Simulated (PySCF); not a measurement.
Delta-SCF ions had no search for a lower state. Excitations are Tamm–Dancoff values on a coarser integration grid. The basis has no diffuse functions, so Rydberg states are missing or too high.

# C$_{3}$H$_{4}$, SMILES `C(=C)=C` (charge 0, multiplicity 1)

All values below come from PBE-D3(BJ)/def2-TZVP // B3LYP-D3(BJ)/def2-TZVP in PySCF 2.14.0.

The HOMO is -6.55 eV, the dipole moment is 0.00 D and the HOMO–LUMO gap comes out as 5.84 eV. The LUMO is -0.71 eV, the S1 excitation (TDA) is 5.85 eV and the S1 oscillator strength is 0.000. The vertical ionisation energy (Delta-SCF) comes out as 10.02 eV and the total energy is -116.5426 Ha. The cost is roughly 50 core-seconds.

```xyz
7

C     -1.3001     0.0119    -0.0055
C      0.0000     0.0001     0.0000
C      1.3001    -0.0119     0.0055
H     -1.8594     0.7076     0.6095
H     -1.8667    -0.6735    -0.6253
H      1.8717     0.6005    -0.6824
H      1.8544    -0.6347     0.6982
```
